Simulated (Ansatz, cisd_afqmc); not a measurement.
System: Cl, charge -1, singlet.

Total energies in aug-cc-pV(Q+d)Z, 8 correlated electrons, 5 frozen orbitals. Open shells are spin-unrestricted; no spin-orbit coupling. Correlated methods leave the cores frozen. No relativity. AFQMC is phaseless with a CISD trial state; ± is one standard error, without the phaseless bias. Outlying blocks are dropped, and bars are widened where a walk drifts. Over all cases where full CI ran beside it in this data, AFQMC minus full CI had a median of +0.1 mEh and passed +0.4 mEh in a tenth of the cases.

```json
[
 {"method": "HF", "program": "Ansatz", "energy (Eh)": "-459.57635", "minus CCSDT(Q) (mEh)": "252.97"},
 {"method": "MP2", "program": "Ansatz", "energy (Eh)": "-459.80308", "minus CCSDT(Q) (mEh)": "26.24"},
 {"method": "CCSD", "program": "Ansatz", "energy (Eh)": "-459.81730", "minus CCSDT(Q) (mEh)": "12.02"},
 {"method": "CCSD(T)", "program": "Ansatz", "energy (Eh)": "-459.82839", "minus CCSDT(Q) (mEh)": "0.93"},
 {"method": "CCSDT(Q)", "program": "Ansatz", "energy (Eh)": "-459.82933", "minus CCSDT(Q) (mEh)": "0.00"},
 {"method": "AFQMC/CISD", "program": "cisd_afqmc", "energy (Eh)": "-459.8292 ± 0.0001", "minus CCSDT(Q) (mEh)": "0.2 ± 0.1"}
]
```

Ansatz is a first-principles code.
